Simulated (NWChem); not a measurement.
A series in which one site is exchanged, each optimised at PBE0/def2-SVP with NWChem, gas phase unless a solvent is named. For some, no frequency run checked for a minimum. def2 effective core potentials on Cd; no spin-orbit coupling.

A: CO (CH4O; site = O)
B: [CH3][CdH] (CH4Cd; site = Cd)
C: CS (CH4S; site = S)
D: [CH3][MgH] (CH4Mg; site = Mg)

Task: Rank them by static polarisability, CAM-B3LYP/def2-SVPD (bohr³), lowest first.

Result: A (21.0), C (36.3), D (44.4), B (46.8)
